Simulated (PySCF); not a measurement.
**MgB: the SCF solver's settings**

Aim: find out which solver settings change the answer for MgB.

Program: PySCF 2.14.0. Level of theory: each script names its method and basis. These are calculated values, not measurements.

1 further run of the same task is left out (it didn't finish).

## 1. The system as given

MgB: 2 atoms, charge 0, spin multiplicity 2.

Bond lengths: Mg1–B2 2.170 Å.

## 2. The base run

input.py

```python
from pyscf import gto, scf

mol = gto.M(
    atom='Mg 0 0 0; B 0 0 2.17',
    basis='3-21g',
    charge=0,
    spin=1,
    verbose=4,
)
mf = scf.UHF(mol)
mf.kernel()
mf.dip_moment()
print('orbital energies (hartree):', [e[max(0, n-3):n+3].round(4) for e, n in zip(mf.mo_energy, mol.nelec)])
```

Run with:

```
$ python input.py
```

The log of this run is left out.

In short: E(SCF) = -222.830705 Eh, 14 cycles, ⟨S²⟩ = 0.763, μ = 1.17 D.

The bond length is a typed value, not an optimised one.

## 3. DIIS space 20

Edit 1 changes DIIS space: default → 20.

input.py

```python
from pyscf import gto, scf

mol = gto.M(
    atom='Mg 0 0 0; B 0 0 2.17',
    basis='3-21g',
    charge=0,
    spin=1,
    verbose=4,
)
mf = scf.UHF(mol)
mf.diis_space = 20
mf.kernel()
mf.dip_moment()
print('orbital energies (hartree):', [e[max(0, n-3):n+3].round(4) for e, n in zip(mf.mo_energy, mol.nelec)])
```

Run with:

```
$ python input.py
```

## 4. Second-order solver on

Edit 2 changes second-order solver: off → on.

Changes to input.py since step 2:

```diff
@@ -10,2 +10,3 @@
 mf = scf.UHF(mol)
+mf = mf.newton()
 mf.kernel()
```

Q: Predict the outcome of this session. Wanted: for each run, E(SCF); from base; gap, α spin; SCF dipole.

**Answer**, as computed:

```csv
run,E(SCF) (hartree),from base (eV),cycles,"gap, α spin (eV)",SCF dipole (D)
base,-222.830705,0,14,6.96,1.17
DIIS space 20,-222.830705,0.0000,14,6.96,1.17
second-order solver on,-222.865757,-0.9538,4 macro,8.23,1.59
```

Distance from each run's final energy (log10 hartree) by cycle:

```csv
run,cycle 1,cycle 2,cycle 3,cycle 5,cycle 8,cycle 12
base,-1.3,-2.0,-2.5,-2.6,-5.7,-8.9
DIIS space 20,-1.3,-2.0,-2.5,-2.6,-5.7,-9.0
second-order solver on,-1.6,-2.9,< -11,done,done,done
```

No change of the SCF energy comes from DIIS space 20. With second-order solver on the SCF ends in another solution, 0.95 eV lower: the path to self-consistency decides the state here.
